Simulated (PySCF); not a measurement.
**Boron: a sound run and one with changed settings**

Sound run: B [He] 2s2 2p1, B⁺ [He] 2s2. Computed with PySCF 2.14 in jorge-DZP-DKH, with scalar relativity by spin-free X2C-1e. In the sound run the correlated levels freeze 1s2. The sound run starts from symmetry-adapted Hartree-Fock orbitals and uses a fine grid where one is needed.

Changed run: all electrons correlated in a basis built for the valence shell.

```csv
species,method,sound run (hartree),changed run (hartree),converged
B,MP2,-24.57414,-24.58722,yes
B,CCSD(T),-24.59689,-24.61112,yes
B⁺,MP2,-24.27514,-24.28810,yes
B⁺,CCSD(T),-24.30112,-24.31509,yes
```

Ionisation energy of B:

```csv
method,sound run (eV),changed run (eV)
UHF,8.028,8.028
MP2,8.136,8.140
SCS-MP2,8.099,8.101
CCSD,8.027,8.036
CCSD(T),8.048,8.055
```

A valence basis has no tight correlating functions, so it recovers only part of the core correlation, and not evenly between atom and ion.

For comparison, NIST gives 8.298 eV between the lowest levels.
